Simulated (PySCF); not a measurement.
# MgF, MP2: how much the basis matters

PySCF, UHF reference; doublet, unpaired electrons σ ↑; De to Mg + F without counterpoise correction. Frozen cores follow the default of each basis and core potential.

```json
{"basis": "3-21G", "relativity": "no relativity", "functions": "22", "Re (Å)": "1.747", "ωe (cm⁻¹)": "771", "De (eV)": "3.67", "frozen orbitals": "2"}
{"basis": "x2c-SVPall", "relativity": "spin-free X2C", "functions": "32", "Re (Å)": "1.779", "ωe (cm⁻¹)": "722", "De (eV)": "4.71", "frozen orbitals": "2"}
{"basis": "aug-pcseg-1", "relativity": "no relativity", "functions": "37", "Re (Å)": "1.793", "ωe (cm⁻¹)": "691", "De (eV)": "5.15", "frozen orbitals": "2"}
{"basis": "pcseg-2", "relativity": "no relativity", "functions": "49", "Re (Å)": "1.777", "ωe (cm⁻¹)": "699", "De (eV)": "4.95", "frozen orbitals": "2"}
{"basis": "x2c-TZVPPall", "relativity": "spin-free X2C", "functions": "63", "Re (Å)": "1.769", "ωe (cm⁻¹)": "698", "De (eV)": "4.81", "frozen orbitals": "2"}
```

**Question.** How does each smaller set differ from the one with most functions, x2c-TZVPPall?

**Answer.** 3-21G: -2.2 pm, +10.5 % in ωe, -1.14 eV in De; x2c-SVPall: +1.0 pm, +3.4 % in ωe, -0.10 eV in De; aug-pcseg-1: +2.4 pm, -1.0 % in ωe, +0.34 eV in De; pcseg-2: +0.8 pm, +0.1 % in ωe, +0.14 eV in De. All at MP2; the set with most functions is neither the basis-set limit nor always the best. The rows treat relativity differently, so the differences are not basis effects alone.

Correlated steps freeze 2 core orbitals. Correlated levels converge slowly with the basis: in double zeta they bind strong bonds too weakly, by up to about 1 eV, and carry superposition errors of some tenths. 3-21G is very small, so such numbers show the basis as much as the molecule. The state is the lowest determinant that a PBE0 search found; another state may lie lower at other levels.
